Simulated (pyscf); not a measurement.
HO–GaH₂ (SMILES [OH][GaH2]) + H₂ (SMILES [H][H]) -> HO–GaH₂ (SMILES [OH][GaH2]) + H₂ (SMILES [H][H]) (four-centre exchange; singlet surface; Ga–H, H–H broken, Ga–H, H–H formed). Optimised with ωB97X-D3(BJ)/def2-SVP in PySCF. Energies in kcal/mol from the separated reactants.

```csv
level,barrier,reaction energy
r²SCAN/def2-TZVP,?,0.0
B3LYP-D3(BJ)/def2-TZVP,35.7,0.0
PBE0-D3(BJ)/def2-TZVP,31.8,0.0
M06-2X/def2-TZVP,35.9,0.0
ωB97M-D3(BJ)/def2-TZVP,36.4,0.0
HF/def2-TZVP,?,0.0
```

### Question
Some entries are withheld; supply them.

### Answer

- r²SCAN/def2-TZVP, barrier: 31.2
- HF/def2-TZVP, barrier: 47.5

The functionals in the table span 5.1 kcal/mol in this barrier, from r²SCAN to ωB97M-D3(BJ)/def2-TZVP. At the saddle there is also a short Ga–H contact that neither side keeps. The same reactants have a lower exit, to GaH₃ + H₂O (barrier +22.1 kcal/mol at ωB97M-D3(BJ)/def2-TZVP, against +36.4 kcal/mol here). One saddle was located; it need not be the lowest between these sides. Elements up to Kr have no core potential and no relativistic terms here.
